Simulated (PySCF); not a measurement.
# CFCl3: NMR shifts

Aim: predict the NMR shifts of CFCl3 (`FC(Cl)(Cl)Cl`).

Programs: PySCF 2.14.0, with density-fitted response routines of our own. Each step states its level of theory. These are calculated values for one molecule in the gas phase, unless marked as measured. Atoms count from 0, in the outputs and in this text.

### Step 1. The molecule as given

5 atoms, charge 0, multiplicity 1; geometry from: GFN2-xTB.

Bonds of the start (Å): F0–C1 1.34, C1–Cl2 1.77, C1–Cl3 1.77, C1–Cl4 1.77.

### Step 2. Shielding tensors: X3LYP/pcX-1

Job settings and geometry (Å):

```
{"job": {"kind": "nmr", "xc": "X3LYP", "basis": "pcX-1", "pop": false}, "charge": 0, "multiplicity": 1}
F      0.060305    -0.141039     1.396058
C      0.004642    -0.006315     0.066724
Cl    -0.457934     1.660563    -0.312646
Cl     1.602752    -0.370613    -0.603874
Cl    -1.201142    -1.139743    -0.563447
```

Level: GIAO X3LYP/pcX-1 NMR shielding, non-relativistic, gas phase.

Started as:

```console
$ OMP_NUM_THREADS=1 python probes_run.py task.json out
```

This one command runs all jobs of the session in turn.

**Question.** This job is followed by: GIAO PW91/pcX-1 NMR shielding, non-relativistic, gas phase. Predict these results of the whole session: shieldings of C, F, Cl (X3LYP/pcX-1, a mean where the table joins atoms); range of the shielding of F0.

The runs gave:

| quantity | value |
| --- | --- |
| shieldings of C, F, Cl (X3LYP/pcX-1, a mean where the table joins atoms) | C1 36.8, F0 183.9, Cl2 377.0 ppm |
| range of the shielding of F0 | 152.9 to 183.9 ppm |

In words: C1 stands next to heavy halogen, whose spin-orbit shielding this run leaves out, so the computed shift lies too far downfield, most of all for carbon beside Br or I. At X3LYP/pcX-1: The largest span, 890 ppm, is at Cl2, Cl3, Cl4, where the paramagnetic term is -768 ppm. Across the 2 runs the shielding of F0 moves most, between 152.9 (PW91/pcX-1) and 183.9 ppm (X3LYP/pcX-1).
